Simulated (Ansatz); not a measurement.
# SiNH₃ (singlet): the correlation ladder at distance Si1–H3 = 1.386 Å, cc-pVDZ

One table from this session's results is given with a row withheld; the runs are named, their logs left out.

The runs use Ansatz 0.2.0, Gaussian basis; cc-pVDZ, core rule «outside noble gas», up to 6 orbitals frozen.

The runs, in order: UHF; CCSD(T) on RHF; BCCD(T) on RHF; CISD; CCSDT(Q) on RHF; CASSCF and MRCISD+Q, 2 electrons in 2 orbitals; CASSCF and NEVPT2, 2 electrons in 2 orbitals.

27 further runs of the same task are left out: 2 for a known fault of the program, 17 that didn't finish, 8 set aside as unsound or not needed.

### The system

The geometry derives from a PBE0/def2-TZVP stationary point (not a proven minimum). One bond is set to the value named and the two fragments are kept rigid.

5 atoms, charge 0, spin multiplicity 1.

Atoms are counted from 1 here; the program's logs count them from 0.

Bond lengths: Si1–N2 1.707 Å, Si1–H3 1.386 Å, N2–H4 1.008 Å, N2–H5 1.008 Å. Angles: N2–Si1–H3 94.1°, Si1–N2–H4 126.3°, Si1–N2–H5 121.7°, H4–N2–H5 112.0°.

The first run:

in.yaml

```yaml
crystal:
  periodic: [false, false, false]
  atoms:
    - {symbol: Si, position_ang: [0.000000, -0.077892, 0.625054]}
    - {symbol: N, position_ang: [0.000000, 0.052638, -1.076976]}
    - {symbol: H, position_ang: [0.000000, 1.292950, 0.829470]}
    - {symbol: H, position_ang: [0.000000, 0.908430, -1.609607]}
    - {symbol: H, position_ang: [0.000000, -0.762433, -1.670468]}
basis:
  gaussian: {orbitals: cc-pVDZ}
magnetization: {spin_polarized: true, initial_magnetization: 0}
hamiltonian: {xc: hf}
output: {orbitals: {seedname: orbitals}}
```

Command:

```sh
$ ansatz run in.yaml --threads 1 --pin off --events-out ev --progress --plain --max-ram 2393MiB
```

Among the steps run: UHF; CCSD(T) on RHF; BCCD(T) on RHF; CISD; CCSDT(Q) on RHF; CASSCF and MRCISD+Q, 2 electrons in 2 orbitals; CASSCF and NEVPT2, 2 electrons in 2 orbitals.

One table of the session follows, with a row left open; its other results are not shown here.

It belongs to the step «Misses and costs». 

| method | from RCCSDT(Q) (kcal/mol) |
| --- | --- |
| RHF | +188.19 |
| RMP2 | +24.47 |
| CISD | +21.58 |
| RCCSD | +5.94 |
| RCCSD(T) | +0.92 |
| BCCD(T) | ? |
| RCCSDT | +0.46 |
| RCCSDT(Q) | 0 |
| CASSCF pair | +177.34 |
| NEVPT2 pair | +25.30 |
| MRCISD pair | +18.85 |
| MRCISD+Q pair | +3.24 |

Estimate the missing values for BCCD(T).

**Answer.** from RCCSDT(Q) (kcal/mol): +0.89. In the column «from RCCSDT(Q) (kcal/mol)» it lies between RCCSDT (+0.46) and RCCSD(T) (+0.92).
